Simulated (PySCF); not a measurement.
# Electron attachment to phosphanylidenephosphane

Molecule: phosphanylidenephosphane, `P=P` (H2P2). Non-hydrogen atoms are numbered in `[PH:1]=[PH:2]`.

Energies: ωB97X-D3(BJ)/ma-def2-TZVP (PySCF, density fitting, integration grid level 2) on PBE0-D3(BJ)/ma-def2-SVP structures. The prefix ma- adds one diffuse s and one diffuse p function on all atoms but H. Zero-point and thermal terms (298.15 K, 1 bar) come from unscaled PBE0-D3(BJ)/ma-def2-SVP harmonic frequencies, with soft modes damped to free rotors in the entropy.

Frontier levels of the parent: HOMO -9.99 eV, LUMO -1.06 eV.

Reduction to the radical anion:
```
Vertical electron affinity (electronic)              : 1.11 eV
Adiabatic electron affinity (with zero-point energy) : 1.21 eV
Adiabatic, electronic part                           : 1.17 eV
Vertical gap at the product's structure              : 1.41 eV
Inner reorganisation energy (four-point)             : 306 meV
Relaxation of product / of parent                    : 61 / 246 meV
⟨S²⟩ of the product                                  : 0.760
Largest spin populations                             : P1 0.51, P2 0.51
Largest changes of atomic charge                     : P2 -0.45, P1 -0.45
Distances that move most (Å)                         : P1–P2 2.039 → 2.160; P1–H 1.434 → 1.439; P2–H 1.434 → 1.439
Potential in dichloromethane                         : 3.32 V absolute, -1.38 V against Fc+/Fc computed at 4.70 V (solvation -5 → -206 kJ/mol)
```

Solvents are IEF-PCM continua (electrostatics only, gas-phase structures); absolute potentials refer to an electron at rest in vacuum. Fc+/Fc in dichloromethane, 4.70 V, is ωB97X-D3(BJ)/ma-def2-TZVP on PBE0-D3(BJ)/def2-SVP structures with GFN2-xTB thermal terms. Benchmark calculations put it near 5.0 V in acetonitrile and DMSO, so it is about 0.3 V low, and the value against it can read up to that much too high.

Measured values (NIST Chemistry WebBook, evaluated or the median of agreeing entries): adiabatic electron affinity 1.02 eV (computed 1.21, difference 0.20).

Known limits: the split of the reorganisation energy is sensitive to the structures, which come from another level (PBE0-D3(BJ)/ma-def2-SVP).

Differences come from unrounded values, so a last digit can differ from that of the printed terms.
